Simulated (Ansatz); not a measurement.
A made-up structure of CH₄NS (charge +1), closed shell:

N1  (0.414, -0.679, 0.281)
C2  (-0.364, 0.480, -0.274)
S3  (1.596, -0.455, 1.565)
H4  (-1.407, 0.341, -0.144)
H5  (-0.187, 0.601, -1.312)
H6  (-0.073, 1.367, 0.228)
H7  (0.148, -1.544, -0.188)
(Å)

It is relaxed with PBE-D4/def2-SVP and then PBE0-D4/def2-TZVP (Ansatz 0.2.0). Atoms count as bonded within 1.22 times the sum of their covalent radii (H–H: 0.88 Å). The end point is not checked to be a true minimum.

Q: Does its bonding change? (A judgement: the text doesn't fix the answer.)

A: Computed: No: no bond forms or breaks.

Where it ends: The first stage lowers the energy by 0.82 eV in 6 steps. It ends as CH₄NS ([CH3][NH][S]), total charge +1:
```xyz
7
angstrom
N 0.4153 -0.5973 0.3010
C -0.3479 0.5039 -0.2514
S 1.4791 -0.5383 1.4252
H -1.4118 0.2775 -0.1182
H -0.1482 0.5465 -1.3280
H -0.0703 1.4302 0.2446
H 0.2100 -1.5119 -0.1168
```

Labels in which every atom is bracketed show which atoms are joined, not bond orders.

For scale, one of the runs: PBE0-D4/def2-TZVP relaxation, 123 basis functions, launched by `ansatz run in.yaml --threads 2 --pin off --events-out ev --progress --plain --max-ram 4352MiB`. Hardware: 2 CPU threads of an Arm Neoverse V1, shared host. Wall time about 15 s.
